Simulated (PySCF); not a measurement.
CH3N.
SMILES with atom numbers: `[CH2:1]=[NH:2]` (hydrogens: H3, H4 on C1; H5 on N2)

Level: wB97X-D/pcSseg-2 in PySCF, non-relativistic, on one gas-phase PBE0-D3(BJ)/def2-TZVP geometry that isn't relaxed in the solvent. The solvent is an IEF-PCM continuum (van der Waals radii × 1.2). Specific hydrogen bonds and non-electrostatic terms are outside this model.

Gas phase at wB97X-D/pcSseg-2: HOMO -9.75 eV, LUMO 1.37 eV, dipole 2.10 D.

Q: What does the continuum do to the energy, the frontier levels and the dipole at wB97X-D/pcSseg-2 in chloroform?

A: 
```tsv
solvent	ε	E(solvent) − E(gas) (kcal/mol)	polarisation term (kcal/mol)	distortion of the solute (kcal/mol)	HOMO (eV)	LUMO (eV)	dipole (D)
chloroform	4.711	-3.47	-3.98	0.51	-9.79	1.43	2.54
```

Polarisation term: ½ Σ q·V over the induced surface charges. Distortion: the rise of the solute's own energy as its density leaves the gas-phase optimum.

Q: Which radius a makes the point-dipole formula ΔE = −[(ε − 1)/(2ε + 1)]·μ²/a³ give the value in chloroform, with the gas-phase dipole?

A: μ = 0.826 au and |ΔE| = 0.00553 Eh give a = 1.87 Å; the farthest nucleus lies 1.49 Å from the centroid of the nuclei. The formula assumes a rigid point dipole at the centre of a sphere.

The pairwise dispersion term of wB97X-D wasn't added to the energies; at a given geometry it leaves orbitals and properties as they are.
